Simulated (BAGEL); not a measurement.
**BPH4Cl− (SMILES P[BH2-]Cl) at 3 levels**

Wanted: a comparison of 3 runs (HF/STO-3G, HF/3-21G, HF/aug-cc-pVDZ) of BPH4Cl−. 

The calculation is run with BAGEL 1.2.2.

**1. Starting point**

BPH4Cl− has 7 atoms, charge -1, and is taken as a singlet. As SMILES, `P[BH2-]Cl`. The P1–B2 distance was set to 2.976 Å, away from the relaxed value. At this shape a bond of the SMILES string is far longer than usual.

Bond lengths: B2–Cl3 1.855 Å, P1–H4 1.383 Å, P1–H5 1.384 Å, B2–H6 1.199 Å, B2–H7 1.201 Å. Angles: Cl3–B2–H6 108.2°, Cl3–B2–H7 108.1°, H6–B2–H7 113.9°, H4–P1–H5 91.2°.

**2. The energy at HF/STO-3G (density fitting with qzvpp-jkfit) (run 1)**

hf.json

```json
{ "bagel" : [

{
  "title" : "molecule",
  "basis" : "sto-3g",
  "df_basis" : "qzvpp-jkfit",
  "angstrom" : true,
  "geometry" : [
    { "atom" : "P", "xyz" : [   -2.199965,    0.470253,   -0.364997 ] },
    { "atom" : "B", "xyz" : [    0.635280,   -0.030820,    0.389500 ] },
    { "atom" : "Cl", "xyz" : [    0.664850,   -1.615020,    1.354400 ] },
    { "atom" : "H", "xyz" : [   -2.308435,   -0.473037,   -1.370827 ] },
    { "atom" : "H", "xyz" : [   -1.946375,    1.469753,   -1.288807 ] },
    { "atom" : "H", "xyz" : [    1.315820,   -0.173880,   -0.586990 ] },
    { "atom" : "H", "xyz" : [    1.003600,    0.853800,    1.113230 ] }
  ]
},
{
  "title" : "hf",
  "charge" : -1
},
{
  "title" : "print",
  "file" : "orbitals.molden",
  "orbitals" : true
}

]}
```

Command:

```sh
$ BAGEL_NUM_THREADS=1 BAGEL hf.json > hf.out
```

Log:

```text
* using 1 threads per process

  ===============================================================
  ===============================================================

  *** Geometry ***

  { "atom" : "P", "xyz" : [     -4.157331,      0.888649,     -0.689744 ] },
  { "atom" : "B", "xyz" : [      1.200505,     -0.058241,      0.736048 ] },
  { "atom" : "Cl", "xyz" : [      1.256384,     -3.051945,      2.559445 ] },
  { "atom" : "H", "xyz" : [     -4.362310,     -0.893910,     -2.590488 ] },
  { "atom" : "H", "xyz" : [     -3.678116,      2.777431,     -2.435492 ] },
  { "atom" : "H", "xyz" : [      2.486539,     -0.328586,     -1.109250 ] },
  { "atom" : "H", "xyz" : [      1.896529,      1.613448,      2.103700 ] },

  Number of auxiliary basis functions:      403

  Since a DF basis is specified, we compute 2- and 3-index integrals:
    o Being stored without compression. Storage requirement is 0.002 GB

  Number of basis functions:       27
  Number of electrons      :       41

    * METHOD: MOLECULE                             0.09

  *** RHF ***

  === Nuclear Repulsion ===
   105.9843182894

      * DIIS with orbital gradients will be used.

  === RHF iteration (sto-3g) ===
      0       -817.96702206          0.01275700           0.01
      1       -818.01092241          0.00480446           0.01
      2       -818.01817460          0.00155463           0.01
      3       -818.01894709          0.00018519           0.01
      4       -818.01896324          0.00004326           0.01
      5       -818.01896432          0.00000796           0.01
      6       -818.01896436          0.00000126           0.01
      7       -818.01896436          0.00000020           0.01
      8       -818.01896436          0.00000008           0.01
      9       -818.01896436          0.00000002           0.01
     10       -818.01896436          0.00000000           0.01
    * SCF iteration converged.

    * Permanent dipole moment:
           (   -0.196086,     0.244228,    -0.128794) a.u.

    * METHOD: HF                                   0.17

    * METHOD: PRINT                                0.00

  ===============================================================
```

It took 0.44 s on 1 thread of Arm Neoverse V2, shared host; peak memory 0.082 GiB.

**3. The energy at HF/3-21G (density fitting with qzvpp-jkfit) (run 2)**

hf.json

```json
{ "bagel" : [

{
  "title" : "molecule",
  "basis" : "3-21g",
  "df_basis" : "qzvpp-jkfit",
  "angstrom" : true,
  "geometry" : [
    { "atom" : "P", "xyz" : [      -2.199965,       0.470253,      -0.364997 ] },
    { "atom" : "B", "xyz" : [       0.635280,      -0.030820,       0.389500 ] },
    { "atom" : "Cl", "xyz" : [       0.664850,      -1.615020,       1.354400 ] },
    { "atom" : "H", "xyz" : [      -2.308435,      -0.473037,      -1.370827 ] },
    { "atom" : "H", "xyz" : [      -1.946375,       1.469753,      -1.288807 ] },
    { "atom" : "H", "xyz" : [       1.315820,      -0.173880,      -0.586990 ] },
    { "atom" : "H", "xyz" : [       1.003600,       0.853800,       1.113230 ] }
  ]
},

{ "title" : "hf", "charge" : -1 },

{ "title" : "print", "file" : "orbitals.molden", "orbitals" : true }

]}
```

Command:

```sh
$ BAGEL_NUM_THREADS=1 BAGEL hf.json > hf.out
```

Log:

```text
* using 1 threads per process

  ===============================================================
  ===============================================================

  *** Geometry ***

  { "atom" : "P", "xyz" : [     -4.157331,      0.888649,     -0.689744 ] },
  { "atom" : "B", "xyz" : [      1.200505,     -0.058241,      0.736048 ] },
  { "atom" : "Cl", "xyz" : [      1.256384,     -3.051945,      2.559445 ] },
  { "atom" : "H", "xyz" : [     -4.362310,     -0.893910,     -2.590488 ] },
  { "atom" : "H", "xyz" : [     -3.678116,      2.777431,     -2.435492 ] },
  { "atom" : "H", "xyz" : [      2.486539,     -0.328586,     -1.109250 ] },
  { "atom" : "H", "xyz" : [      1.896529,      1.613448,      2.103700 ] },

  Number of auxiliary basis functions:      403

  Since a DF basis is specified, we compute 2- and 3-index integrals:
    o Being stored without compression. Storage requirement is 0.006 GB

  Number of basis functions:       43
  Number of electrons      :       41

    * METHOD: MOLECULE                             0.09

  *** RHF ***

  === Nuclear Repulsion ===
   105.9843182894

      * DIIS with orbital gradients will be used.

  === RHF iteration (3-21g) ===
      0       -823.10598239          0.01294127           0.02
      1       -823.15553632          0.00399950           0.02
      2       -823.16047404          0.00124240           0.02
      3       -823.16106553          0.00024820           0.02
      4       -823.16109483          0.00006139           0.02
      5       -823.16109731          0.00001477           0.02
      6       -823.16109746          0.00000336           0.02
      7       -823.16109747          0.00000080           0.02
      8       -823.16109747          0.00000023           0.02
      9       -823.16109747          0.00000006           0.02
     10       -823.16109747          0.00000002           0.02
     11       -823.16109747          0.00000001           0.02
    * SCF iteration converged.

    * Permanent dipole moment:
           (   -0.829953,     0.297891,     0.038483) a.u.

    * METHOD: HF                                   0.30

    * METHOD: PRINT                                0.00

  ===============================================================
```

Wall time 0.56 s (1 thread of Arm Neoverse V2, shared host); peak memory 0.082 GiB.

**4. The energy at HF/aug-cc-pVDZ (density fitting with qzvpp-jkfit) (run 3)**

input.json

```json
{ "bagel": [

{
  "title": "molecule",
  "basis": "aug-cc-pvdz.json",
  "df_basis": "qzvpp-jkfit",
  "angstrom": "true",
  "geometry": [
    { "atom": "P", "xyz": [      -2.199965,       0.470253,      -0.364997 ] },
    { "atom": "B", "xyz": [       0.635280,      -0.030820,       0.389500 ] },
    { "atom": "Cl", "xyz": [       0.664850,      -1.615020,       1.354400 ] },
    { "atom": "H", "xyz": [      -2.308435,      -0.473037,      -1.370827 ] },
    { "atom": "H", "xyz": [      -1.946375,       1.469753,      -1.288807 ] },
    { "atom": "H", "xyz": [       1.315820,      -0.173880,      -0.586990 ] },
    { "atom": "H", "xyz": [       1.003600,       0.853800,       1.113230 ] }
  ]
},

{
  "title": "hf",
  "charge": -1
},

{
  "title": "print",
  "file": "orbitals.molden",
  "orbitals": "true"
}

]}
```

The basis set aug-cc-pVDZ is read from a file made from the Basis Set Exchange's data (not shown).

Command:

```sh
$ BAGEL_NUM_THREADS=1 BAGEL input.json > input.out
```

Log:

```text
* using 1 threads per process

  ===============================================================
  ===============================================================

  *** Geometry ***

  { "atom" : "P", "xyz" : [     -4.157331,      0.888649,     -0.689744 ] },
  { "atom" : "B", "xyz" : [      1.200505,     -0.058241,      0.736048 ] },
  { "atom" : "Cl", "xyz" : [      1.256384,     -3.051945,      2.559445 ] },
  { "atom" : "H", "xyz" : [     -4.362310,     -0.893910,     -2.590488 ] },
  { "atom" : "H", "xyz" : [     -3.678116,      2.777431,     -2.435492 ] },
  { "atom" : "H", "xyz" : [      2.486539,     -0.328586,     -1.109250 ] },
  { "atom" : "H", "xyz" : [      1.896529,      1.613448,      2.103700 ] },

  Number of auxiliary basis functions:      403

  Since a DF basis is specified, we compute 2- and 3-index integrals:
    o Being stored without compression. Storage requirement is 0.041 GB

  Number of basis functions:      113
  Number of electrons      :       41

    * METHOD: MOLECULE                             0.16

  *** RHF ***

  === Nuclear Repulsion ===
   105.9843182894

      * DIIS with orbital gradients will be used.

  === RHF iteration (aug-cc-pvdz.json) ===
      0       -826.79000614          0.02421268           0.06
      1       -827.08651525          0.01828122           0.07
      2       -827.26100347          0.00280870           0.07
      3       -827.27021467          0.00071147           0.07
      4       -827.27123231          0.00025207           0.06
      5       -827.27135555          0.00008367           0.06
      6       -827.27136538          0.00002794           0.06
      7       -827.27136659          0.00000725           0.07
      8       -827.27136666          0.00000222           0.07
      9       -827.27136667          0.00000060           0.07
     10       -827.27136667          0.00000025           0.06
     11       -827.27136667          0.00000009           0.06
     12       -827.27136667          0.00000003           0.07
     13       -827.27136667          0.00000001           0.07
     14       -827.27136667          0.00000000           0.07
    * SCF iteration converged.

    * Permanent dipole moment:
           (   -1.008792,     0.527108,    -0.234471) a.u.

    * METHOD: HF                                   1.13

    * METHOD: PRINT                                0.02

  ===============================================================
```

It took 1.5 s on 1 thread of Arm Neoverse V2, shared host; peak memory 0.13 GiB.

**5. All runs side by side**

```csv
run,level,energy (Eh),HOMO energy (eV),LUMO energy (eV),HOMO–LUMO gap (eV),wall time
1,HF/STO-3G (density fitting with qzvpp-jkfit),-818.018964,1.72,11.88,10.16,0.44 s
2,HF/3-21G (density fitting with qzvpp-jkfit),-823.161097,-2.72,7.60,10.32,0.56 s
3,HF/aug-cc-pVDZ (density fitting with qzvpp-jkfit),-827.271367,-2.80,3.96,6.76,1.5 s
```

**6. Summary of results**

```
                                                    quantity          value
                                         run 3: total energy  -827.27137 Eh
                                          run 3: HOMO energy       -2.80 eV
                                          run 3: LUMO energy        3.96 eV
run 3: HOMO–LUMO gap (to an unbound level, set by the basis)        6.76 eV
```

The HOMO–LUMO gap runs from 6.76 eV (HF/aug-cc-pVDZ) to 10.32 eV (HF/3-21G). The empty levels of an anion lie above zero and hang on the basis. In run 1 the HOMO lies above zero, so the outermost electron may be held by the basis alone. In run 1 the basis is minimal, so the values are rough. All runs together took 2.5 s, the longest 1.5 s.
